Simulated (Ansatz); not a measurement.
## Ansatz (development build ahead of 0.2.0) run

```yaml
crystal:
  periodic: [false, false, false]
  atoms:
    - { symbol: C, position_ang: [1.006, 0.7753, 0.5767] }
    - { symbol: C, position_ang: [-0.206, 0.5969, 1.2439] }
    - { symbol: C, position_ang: [-1.212, -0.1784, 0.6671] }
    - { symbol: C, position_ang: [-1.006, -0.7753, -0.5767] }
    - { symbol: C, position_ang: [0.206, -0.5969, -1.2439] }
    - { symbol: C, position_ang: [1.212, 0.1784, -0.6671] }
    - { symbol: H, position_ang: [1.7943, 1.3828, 1.0287] }
    - { symbol: H, position_ang: [-0.3674, 1.0645, 2.2185] }
    - { symbol: H, position_ang: [-2.1617, -0.3183, 1.1898] }
    - { symbol: H, position_ang: [-1.7943, -1.3828, -1.0287] }
    - { symbol: H, position_ang: [0.3674, -1.0645, -2.2185] }
    - { symbol: H, position_ang: [2.1617, 0.3183, -1.1898] }
basis:
  gaussian: { orbitals: def2-SVP }
magnetization:
  spin_polarized: true
  initial_magnetization: 2
hamiltonian:
  xc: hf
correlation:
  method: mp2
  frozen_orbitals: { C: 1, H: 0 }
output:
  forces: true
```

The input is written out in the form of the current development build from the run's settings.

The run gave:

```json
{
  "Converged": "yes",
  "Reference energy": "-230.41166 hartree",
  "Correlation energy": "-0.70611 hartree",
  "Total energy": "-231.11777 hartree",
  "Spin squared of the determinant": "2.351",
  "Stability test": "minimum"
}
```

Forces (eV/Å):
```tsv
atom	Fx	Fy	Fz
C1	4.507	0.510	-2.757
C2	-4.702	-0.848	2.308
C3	0.171	0.024	-0.095
C4	-4.507	-0.510	2.757
C5	4.702	0.848	-2.308
C6	-0.171	-0.024	0.095
H7	-0.040	-0.079	-0.109
H8	-0.052	-0.078	-0.099
H9	0.060	0.009	-0.033
H10	0.040	0.079	0.109
H11	0.052	0.078	0.099
H12	-0.060	-0.009	0.033
```

Caution: another spin multiplicity may lie lower; the unrestricted determinant is spin contaminated; the determinant breaks the point group.
